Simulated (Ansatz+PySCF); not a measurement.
Results of a calculation; reference values are marked as such.
A run of PySCF 2.14.0 on doublet C2H3O2 at this shape:

```json
{"atom": "C", "x (Å)": "0.0000", "y (Å)": "-0.1318", "z (Å)": "-1.0733"}
{"atom": "C", "x (Å)": "0.0000", "y (Å)": "0.2949", "z (Å)": "0.3072"}
{"atom": "O", "x (Å)": "0.0000", "y (Å)": "-0.7502", "z (Å)": "1.1808"}
{"atom": "H", "x (Å)": "0.0000", "y (Å)": "-0.3617", "z (Å)": "2.0673"}
{"atom": "H", "x (Å)": "0.0000", "y (Å)": "-1.1808", "z (Å)": "-1.3338"}
{"atom": "H", "x (Å)": "0.0000", "y (Å)": "0.6287", "z (Å)": "-1.8401"}
{"atom": "O", "x (Å)": "0.0000", "y (Å)": "1.5009", "z (Å)": "0.6919"}
```

Its results:

```json
{
  "Converged": "yes",
  "Reference energy": "-227.26802 hartree",
  "Correlation energy": "-0.75989 hartree",
  "Total energy": "-228.02792 hartree",
  "Spin squared of the determinant": "0.847"
}
```

Question: Which input gives this output? Name the method, the orbitals and the basis set, and write the input.

Answer: UHF-MP2 in cc-pVTZ.

```python
from pyscf import gto, scf, mp

mol = gto.M(atom="""
C 0.000000 -0.131750 -1.073250
C 0.000000 0.294850 0.307240
O 0.000000 -0.750180 1.180780
H 0.000000 -0.361660 2.067310
H 0.000000 -1.180810 -1.333810
H 0.000000 0.628650 -1.840150
O 0.000000 1.500900 0.691890
""", basis='cc-pvtz', charge=0, spin=1)
mf = scf.UHF(mol)
mf.kernel()
pt = mp.MP2(mf, frozen=4).run()
print(mf.e_tot, pt.e_corr, pt.e_tot)
```
